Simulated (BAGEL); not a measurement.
**C2H2O (ethenone) at 4 levels**

Wanted: a comparison of 4 runs (B3LYP/6-31G*, B3LYP/aug-cc-pVDZ, PBE0/aug-cc-pVDZ, RI-MP2/aug-cc-pVDZ) of C2H2O (ethenone). 

Program for the calculation: BAGEL 1.2.2.

10 further runs of the same task are left out: 1 that didn't finish, 9 set aside as unsound or not needed.

## 1. The system as given

C2H2O has 5 atoms, charge 0, and is taken as a singlet. As SMILES, `C=C=O`. The coordinates come from a PBE0-D4/def2-TZVP relaxation.

Bond lengths: C1–C2 1.307 Å, C2–O3 1.156 Å, C1–H4 1.080 Å, C1–H5 1.080 Å. Angles: C1–C2–O3 180.0°, C2–C1–H4 119.5°, C2–C1–H5 119.5°, H4–C1–H5 121.1°.

## 2. A single-point energy at B3LYP/6-31G(d) (density fitting with qzvpp-jkfit, spherical functions) (run 1)

File input.json:

```json
{ "bagel" : [

{
  "title" : "molecule",
  "basis" : "6-31gs.json",
  "df_basis" : "qzvpp-jkfit",
  "angstrom" : true,
  "geometry" : [
    { "atom" : "C", "xyz" : [   -0.361800,    0.279000,   -0.270700 ] },
    { "atom" : "C", "xyz" : [    0.535300,   -0.429800,    0.362500 ] },
    { "atom" : "O", "xyz" : [    1.329000,   -1.057000,    0.922700 ] },
    { "atom" : "H", "xyz" : [   -1.204100,   -0.217300,   -0.729100 ] },
    { "atom" : "H", "xyz" : [   -0.248500,    1.351400,   -0.326800 ] }
  ]
},
{
  "title" : "ks",
  "xc_func" : "b3lyp"
},
{
  "title" : "print",
  "file" : "orbitals.molden",
  "orbitals" : true
}

]}
```

The basis set 6-31G* is read from a file made from the Basis Set Exchange's data (not shown).

On the command line:

```console
$ BAGEL_NUM_THREADS=1 BAGEL input.json > input.out
```

Standard output:

```text
* using 1 threads per process

  ===============================================================
  ===============================================================

  *** Geometry ***

  { "atom" : "C", "xyz" : [     -0.683703,      0.527234,     -0.511549 ] },
  { "atom" : "C", "xyz" : [      1.011570,     -0.812204,      0.685026 ] },
  { "atom" : "O", "xyz" : [      2.511446,     -1.997441,      1.743650 ] },
  { "atom" : "H", "xyz" : [     -2.275419,     -0.410637,     -1.377799 ] },
  { "atom" : "H", "xyz" : [     -0.469597,      2.553776,     -0.617562 ] },

  Number of auxiliary basis functions:      263

  Since a DF basis is specified, we compute 2- and 3-index integrals:
    o Being stored without compression. Storage requirement is 0.004 GB

  Number of basis functions:       46
  Number of electrons      :       22

    * METHOD: MOLECULE                             0.13

  *** Kohn-Sham DFT ***

    * Removing 7261 points whose weight is below 1.00e-10
    * Grid points: 67269

  === Nuclear Repulsion ===
    58.7894940116

       - DIIS with orbital gradients will be used.

  === KS iteration (b3lyp / 6-31gs.json) ===
      0       -129.91869612          0.19620218           0.25
      1       -113.53343183          0.21937112           0.19
      2       -122.91262448          0.25424257           0.19
      3       -141.95599123          0.16648964           0.33
      4       -149.47005389          0.14125022           0.18
      5       -148.95899682          0.14978757           0.16
      6       -149.55433856          0.13877981           0.15
      7       -133.42475853          0.21753195           0.12
      8       -152.03855668          0.05812596           0.12
      9       -152.52979506          0.01966587           0.12
     10       -152.56222654          0.01393593           0.12
     11       -152.59023456          0.00622238           0.12
     12       -152.59489603          0.00101585           0.16
     13       -152.59505908          0.00013269           0.14
     14       -152.59506174          0.00001467           0.12
     15       -152.59506177          0.00000179           0.14
     16       -152.59506177          0.00000067           0.12
     17       -152.59506177          0.00000020           0.12
     18       -152.59506177          0.00000003           0.12
     19       -152.59506177          0.00000001           0.13
    * SCF iteration converged.

    * Permanent dipole moment:
           (    0.377483,    -0.298302,     0.266406) a.u.

    * METHOD: KS                                   3.67

    * METHOD: PRINT                                0.00

  ===============================================================
```

It took 4.2 s on 1 thread of Intel Xeon Platinum 8259CL at 2.50GHz (Skylake/Cascade Lake), shared host; peak memory 0.17 GiB.

## 3. The energy at B3LYP/aug-cc-pVDZ (density fitting with qzvpp-jkfit) (run 2)

File input.json:

```json
{ "bagel" : [

{
  "title" : "molecule",
  "basis" : "aug-cc-pvdz.json",
  "df_basis" : "qzvpp-jkfit",
  "angstrom" : "true",
  "geometry" : [
    { "atom" : "C", "xyz" : [      -0.361800,       0.279000,      -0.270700 ] },
    { "atom" : "C", "xyz" : [       0.535300,      -0.429800,       0.362500 ] },
    { "atom" : "O", "xyz" : [       1.329000,      -1.057000,       0.922700 ] },
    { "atom" : "H", "xyz" : [      -1.204100,      -0.217300,      -0.729100 ] },
    { "atom" : "H", "xyz" : [      -0.248500,       1.351400,      -0.326800 ] }
  ]
},

{
  "title" : "ks",
  "xc_func" : "b3lyp"
},

{
  "title" : "print",
  "file" : "orbitals.molden",
  "orbitals" : "true"
}

]}
```

The basis set aug-cc-pVDZ is read from a file made from the Basis Set Exchange's data (not shown).

On the command line:

```console
$ BAGEL_NUM_THREADS=1 BAGEL input.json > input.out
```

Standard output:

```text
* using 1 threads per process

  ===============================================================
  ===============================================================

  *** Geometry ***

  { "atom" : "C", "xyz" : [     -0.683703,      0.527234,     -0.511549 ] },
  { "atom" : "C", "xyz" : [      1.011570,     -0.812204,      0.685026 ] },
  { "atom" : "O", "xyz" : [      2.511446,     -1.997441,      1.743650 ] },
  { "atom" : "H", "xyz" : [     -2.275419,     -0.410637,     -1.377799 ] },
  { "atom" : "H", "xyz" : [     -0.469597,      2.553776,     -0.617562 ] },

  Number of auxiliary basis functions:      263

  Since a DF basis is specified, we compute 2- and 3-index integrals:
    o Being stored without compression. Storage requirement is 0.016 GB

  Number of basis functions:       87
  Number of electrons      :       22

    * METHOD: MOLECULE                             0.16

  *** Kohn-Sham DFT ***

    * Removing 7261 points whose weight is below 1.00e-10
    * Grid points: 67269

  === Nuclear Repulsion ===
    58.7894940116

       - DIIS with orbital gradients will be used.

  === KS iteration (b3lyp / aug-cc-pvdz.json) ===
      0       -128.06766497          0.11871707           0.40
      1       -114.09285902          0.15168712           0.48
      2       -121.92789189          0.18916137           0.44
      3       -140.29148909          0.11545655           0.43
      4       -151.70387564          0.05036298           0.45
      5       -151.98759027          0.04625180           0.49
      6       -150.68620280          0.07629825           0.44
      7       -152.05842212          0.04437798           0.44
      8       -152.56508796          0.01445972           0.47
      9       -152.62285861          0.00113356           0.44
     10       -152.62300298          0.00083415           0.36
     11       -152.62326590          0.00012881           0.31
     12       -152.62327085          0.00003636           0.33
     13       -152.62327122          0.00000839           0.31
     14       -152.62327124          0.00000387           0.35
     15       -152.62327125          0.00000035           0.33
     16       -152.62327125          0.00000008           0.34
     17       -152.62327125          0.00000001           0.36
     18       -152.62327125          0.00000001           0.41
    * SCF iteration converged.

    * Permanent dipole moment:
           (    0.401579,    -0.317336,     0.283418) a.u.

    * METHOD: KS                                   8.48

    * METHOD: PRINT                                0.02

  ===============================================================
```

Wall time 9 s (1 thread of Intel Xeon Platinum 8259CL at 2.50GHz (Skylake/Cascade Lake), shared host); peak memory 0.28 GiB.

Run 3 isn't shown in full; the table further down has it.

## 4. A single-point energy at RI-MP2/aug-cc-pVDZ (density fitting with qzvpp-jkfit) (run 4)

File calc.json:

```json
{ "bagel": [

{
  "title": "molecule",
  "basis": "aug-cc-pvdz.json",
  "df_basis": "qzvpp-jkfit",
  "angstrom": true,
  "geometry": [
    { "atom": "C", "xyz": [   -0.361800,    0.279000,   -0.270700 ] },
    { "atom": "C", "xyz": [    0.535300,   -0.429800,    0.362500 ] },
    { "atom": "O", "xyz": [    1.329000,   -1.057000,    0.922700 ] },
    { "atom": "H", "xyz": [   -1.204100,   -0.217300,   -0.729100 ] },
    { "atom": "H", "xyz": [   -0.248500,    1.351400,   -0.326800 ] }
  ]
},
{ "title": "hf" },
{ "title": "mp2", "ncore": 3 }

]}
```

The basis set aug-cc-pVDZ is read from a file made from the Basis Set Exchange's data (not shown).

On the command line:

```console
$ BAGEL_NUM_THREADS=1 BAGEL calc.json > calc.out
```

Standard output:

```text
* using 1 threads per process

  ===============================================================
  ===============================================================

  *** Geometry ***

  { "atom" : "C", "xyz" : [     -0.683703,      0.527234,     -0.511549 ] },
  { "atom" : "C", "xyz" : [      1.011570,     -0.812204,      0.685026 ] },
  { "atom" : "O", "xyz" : [      2.511446,     -1.997441,      1.743650 ] },
  { "atom" : "H", "xyz" : [     -2.275419,     -0.410637,     -1.377799 ] },
  { "atom" : "H", "xyz" : [     -0.469597,      2.553776,     -0.617562 ] },

  Number of auxiliary basis functions:      263

  Since a DF basis is specified, we compute 2- and 3-index integrals:
    o Being stored without compression. Storage requirement is 0.016 GB

  Number of basis functions:       87
  Number of electrons      :       22

    * METHOD: MOLECULE                             0.20

  *** RHF ***

  === Nuclear Repulsion ===
    58.7894940116

      * DIIS with orbital gradients will be used.

  === RHF iteration (aug-cc-pvdz.json) ===
      0       -151.59776000          0.01627519           0.04
      1       -151.70842967          0.01005756           0.04
      2       -151.74561890          0.00255651           0.04
      3       -151.74792006          0.00110764           0.04
      4       -151.74854247          0.00032858           0.04
      5       -151.74860615          0.00014054           0.04
      6       -151.74862886          0.00007564           0.04
      7       -151.74863417          0.00001273           0.04
      8       -151.74863433          0.00000472           0.04
      9       -151.74863435          0.00000192           0.04
     10       -151.74863435          0.00000056           0.04
     11       -151.74863435          0.00000022           0.04
     12       -151.74863435          0.00000006           0.04
     13       -151.74863435          0.00000003           0.04
     14       -151.74863435          0.00000001           0.04
    * SCF iteration converged.

    * Permanent dipole moment:
           (    0.477165,    -0.377068,     0.336765) a.u.

    * METHOD: HF                                   0.80

  *** RHF ***

  === Nuclear Repulsion ===
    58.7894940116

      * DIIS with orbital gradients will be used.

  === RHF iteration (aug-cc-pvdz.json) ===
      0       -151.74863435          0.00000001           0.04
    * SCF iteration converged.

    * Permanent dipole moment:
           (    0.477166,    -0.377068,     0.336765) a.u.

  === DF-MP2 calculation ===

    * freezing 3 orbitals
    * 3-index integral transformation done
    * assembly done

      MP2 correlation energy:   -0.4540336820      0.03

      MP2 total energy:       -152.2026680307

    * METHOD: MP2                                  0.13

  ===============================================================
```

It took 1.5 s on 1 thread of Intel Xeon Platinum 8259CL at 2.50GHz (Skylake/Cascade Lake), shared host.

## 5. Overview of the runs

| run | level | frozen core orbitals | energy (Eh) | dipole moment (D) | HOMO energy (eV) | LUMO energy (eV) | wall time |
| --- | --- | --- | --- | --- | --- | --- | --- |
| 1 | B3LYP/6-31G* (density fitting with qzvpp-jkfit, spherical functions) | – | -152.595062 | 1.40 | -6.50 | -0.84 | 4.2 s |
| 2 | B3LYP/aug-cc-pVDZ (density fitting with qzvpp-jkfit) | – | -152.623271 | 1.49 | -6.91 | -1.25 | 9 s |
| 3 | PBE0/aug-cc-pVDZ (density fitting with qzvpp-jkfit) | – | -152.446545 | 1.49 | -7.11 | -0.96 | 8.7 s |
| 4 | RI-MP2/aug-cc-pVDZ (density fitting with qzvpp-jkfit) | 3 | -152.202668 | – | – | – | 1.5 s |

## 6. What came out

| quantity | value |
| --- | --- |
| run 4: total energy | -152.20267 Eh |
| run 4: correlation energy (3 core orbitals frozen) | -454.0 mEh |

What this shows: Over runs 1, 2, 3 the dipole moment (its size) runs from 1.40 D (B3LYP/6-31G*) to 1.49 D (PBE0/aug-cc-pVDZ). The two ends differ in method and basis. Over runs 1, 2, 3 the HOMO–LUMO gap runs from 5.65 eV (B3LYP/aug-cc-pVDZ) to 6.16 eV (PBE0/aug-cc-pVDZ). Totals of different functionals can't be ranked against each other. All runs together took 23 s, the longest 9 s.
